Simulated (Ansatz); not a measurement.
# Nudged elastic band run: C$_{4}$H$_{7}$FO

input.yaml

```yaml
crystal:
  periodic: [false, false, false]
  atoms:
    - { symbol: C, position_ang: [-0.985661, -0.996709, 1.395479] }
    - { symbol: O, position_ang: [0.048008, -0.967043, 0.417527] }
    - { symbol: C, position_ang: [0.2555, 0.160012, -0.31723] }
    - { symbol: C, position_ang: [1.400383, -0.021396, -1.270303] }
    - { symbol: C, position_ang: [-0.419895, 1.334229, -0.272385] }
    - { symbol: F, position_ang: [-1.46825, 1.60175, 0.548305] }
    - { symbol: H, position_ang: [-0.947284, -2.005538, 1.848658] }
    - { symbol: H, position_ang: [-1.986807, -0.835317, 0.943936] }
    - { symbol: H, position_ang: [-0.827035, -0.233576, 2.186136] }
    - { symbol: H, position_ang: [1.579673, 0.886958, -1.874476] }
    - { symbol: H, position_ang: [1.197935, -0.870937, -1.955666] }
    - { symbol: H, position_ang: [2.328233, -0.26795, -0.712846] }
    - { symbol: H, position_ang: [-0.154399, 2.180917, -0.922135] }
basis:
  gaussian: { orbitals: def2-SVP }
hamiltonian:
  xc: pbe
  dispersion: d4
neb:
  order_check: false
  images: 5
  f_tol: 0.05
  max_iterations: 60
  initial_path: idpp
  final_atoms:
    - { symbol: C, position_ang: [-0.66259107, -1.32661835, 1.12465359] }
    - { symbol: O, position_ang: [-0.35667164, 0.05627607, 1.12831144] }
    - { symbol: C, position_ang: [0.05693829, 0.61633662, -0.05222496] }
    - { symbol: C, position_ang: [0.97066535, -0.14953292, -0.96515089] }
    - { symbol: C, position_ang: [-0.3104446, 1.89025823, -0.32280012] }
    - { symbol: F, position_ang: [-1.12086451, 2.59473856, 0.48659074] }
    - { symbol: H, position_ang: [-1.0299509, -1.56853919, 2.13972631] }
    - { symbol: H, position_ang: [0.22491865, -1.96536251, 0.91315462] }
    - { symbol: H, position_ang: [-1.46267089, -1.57702493, 0.39027034] }
    - { symbol: H, position_ang: [1.28998796, 0.48487073, -1.81324822] }
    - { symbol: H, position_ang: [0.48505787, -1.05352019, -1.39018433] }
    - { symbol: H, position_ang: [1.88253045, -0.48863867, -0.4273148] }
    - { symbol: H, position_ang: [0.05349604, 2.45215655, -1.19678371] }
```

Run as:

```bash
$ ansatz run input.yaml --threads 2 --pin off --max-ram 3072MiB --backend cpu --events-out ev --progress --plain --runs-dir out
```

Output, in part (warnings, iteration lines, the closing report on the highest movable image, with atoms numbered from 0):

```
NEB end point (image 0): max|allowed force component| = 9.005e-3 eV/Å (the criterion of neb.relax_end_points is 1.000e-2)
NEB end point (image 6): max|allowed force component| = 1.166e-2 eV/Å (the criterion of neb.relax_end_points is 1.000e-2)
NEB iter   1: max|band force component| = 7.645e-1 eV/Å  barrier→ = 0.2658 eV  barrier← = 0.1316 eV  Δτ_max = 0.1539 Å  (209 SCF iters)
NEB iter   2: max|band force component| = 5.126e-1 eV/Å  barrier→ = 0.1803 eV  barrier← = 0.0461 eV  Δτ_max = 0.1998 Å  (153 SCF iters)
NEB iter   3: max|band force component| = 5.559e-1 eV/Å  barrier→ = 0.1651 eV  barrier← = 0.0309 eV  Δτ_max = 0.0941 Å  (155 SCF iters)
NEB iter   4: max|band force component| = 9.899e-2 eV/Å  barrier→ = 0.1621 eV  barrier← = 0.0279 eV  CI = image 4  Δτ_max = 0.0136 Å  (159 SCF iters)
NEB iter   5: max|band force component| = 5.402e-2 eV/Å  barrier→ = 0.1609 eV  barrier← = 0.0266 eV  CI = image 4  Δτ_max = 0.0131 Å  (156 SCF iters)
NEB iter   6: max|band force component| = 1.391e-2 eV/Å  barrier→ = 0.1606 eV  barrier← = 0.0264 eV  CI = image 4  Δτ_max = 0.0000 Å  (309 SCF iters)
Total energy: -9007.81214944 eV, -331.0309907775 hartree
Atom 0 at    -0.891690    -1.289135     0.994632 Å, force     0.002853     0.000071     0.006955 eV/Å
Atom 1 at     0.325608    -0.558096     0.975775 Å, force    -0.006741     0.000116    -0.014068 eV/Å
Atom 2 at     0.405332     0.418630     0.007507 Å, force    -0.000933    -0.001797     0.008286 eV/Å
Atom 3 at     0.795541    -0.016019    -1.374491 Å, force    -0.001033     0.004931     0.002382 eV/Å
Atom 4 at     0.191398     1.707954     0.345465 Å, force     0.009339    -0.003179    -0.011128 eV/Å
Atom 5 at    -0.169587     2.070799     1.587772 Å, force    -0.001616     0.005023     0.007369 eV/Å
Atom 6 at    -0.796116    -2.057063     1.786257 Å, force    -0.002762    -0.000250     0.001548 eV/Å
Atom 7 at    -1.095453    -1.805154     0.027379 Å, force     0.000672    -0.002021    -0.002544 eV/Å
Atom 8 at    -1.759771    -0.633277     1.232383 Å, force    -0.001947    -0.000696     0.000439 eV/Å
Atom 9 at     0.910619     0.846170    -2.059028 Å, force    -0.001112     0.000854    -0.001169 eV/Å
Atom 10 at     0.038016    -0.699385    -1.815922 Å, force     0.000792    -0.003576     0.003270 eV/Å
Atom 11 at     1.754928    -0.574163    -1.342785 Å, force     0.005031     0.000685    -0.003126 eV/Å
Atom 12 at     0.311577     2.554139    -0.349944 Å, force    -0.002542    -0.000162     0.001786 eV/Å
Dipole moment:    -0.140926    -0.140977    -0.384205 e Å
```

The forces met the threshold. A vibrational analysis at the climbing image gives one clearly imaginary mode, 64i cm⁻¹: a first-order saddle point.

Final band (atoms are numbered from 1 in the order of the input):

```json
{"image": "0", "path coordinate (Å)": "0.00", "energy (eV)": "0.000", "dihedral C1–O2–C3–C5 (°)": "-1"}
{"image": "1", "path coordinate (Å)": "0.86", "energy (eV)": "0.024", "dihedral C1–O2–C3–C5 (°)": "26"}
{"image": "2", "path coordinate (Å)": "1.71", "energy (eV)": "0.078", "dihedral C1–O2–C3–C5 (°)": "49"}
{"image": "3", "path coordinate (Å)": "2.57", "energy (eV)": "0.136", "dihedral C1–O2–C3–C5 (°)": "75"}
{"image": "4", "path coordinate (Å)": "3.43", "energy (eV)": "0.161", "dihedral C1–O2–C3–C5 (°)": "101"}
{"image": "5", "path coordinate (Å)": "4.27", "energy (eV)": "0.147", "dihedral C1–O2–C3–C5 (°)": "123"}
{"image": "6", "path coordinate (Å)": "5.12", "energy (eV)": "0.134", "dihedral C1–O2–C3–C5 (°)": "145"}
```

Run time: 80 s on 2 threads of Arm Neoverse V2, on a shared host, peak memory 0.16 GiB.
